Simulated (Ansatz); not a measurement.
The cluster P3⁺. The state is a singlet with charge 1. Geometry PBE0-D4/def2-TZVP.

```xyz
3

P     1.669   -0.661   -0.788
P    -1.669    0.661    0.789
P     0.000    0.000    0.000
```

LC-ωPBE has ω = 0.4 bohr⁻¹. The restricted singlet is unstable towards broken spin symmetry in Hartree–Fock (as tested in another run); at PBE-D4/def2-TZVP, revPBE-D4/def2-TZVP, r2SCAN-D4/def2-TZVP, PBE0-D4/def2-TZVP and others this wasn't settled. At PBE-D4/def2-TZVP, revPBE-D4/def2-TZVP, r2SCAN-D4/def2-TZVP an occupied level lies above an empty one. Another isomer (singlet) lies 3.10 eV lower at PBE0-D4/def2-TZVP; other spin states weren't run for this one.

(1) Estimate the orbital energies around the gap (eV) in Ansatz with PBE-D4/def2-TZVP, revPBE-D4/def2-TZVP, r2SCAN-D4/def2-TZVP, PBE0-D4/def2-TZVP, LC-ωPBE/def2-TZVP.

Answers

(1) 
```
orbital  PBE-D4/def2-TZVP  revPBE-D4/def2-TZVP  r2SCAN-D4/def2-TZVP  PBE0-D4/def2-TZVP  LC-ωPBE/def2-TZVP
 HOMO−5            -21.84               -21.80               -22.48             -23.76             -27.12
 HOMO−4            -17.10               -17.06               -17.43             -18.51             -21.39
 HOMO−3            -14.43               -14.40               -14.72             -15.58             -18.16
 HOMO−2            -14.02               -13.98               -14.27             -14.86             -17.73
 HOMO−1            -13.63               -13.59               -13.95             -14.85             -17.20
   HOMO            -11.53               -11.50               -11.73             -12.47             -14.88
   LUMO            -11.99               -11.94               -12.04             -11.25              -9.19
 LUMO+1             -8.92                -8.87                -8.77              -7.91              -5.91
 LUMO+2             -8.54                -8.50                -8.45              -7.85              -5.47
 LUMO+3             -8.33                -8.28                -8.13              -7.39              -5.07
 LUMO+4             -3.21                -3.17                -2.58              -2.18               0.11
 LUMO+5             -3.12                -3.03                -2.54              -2.17               0.17
```
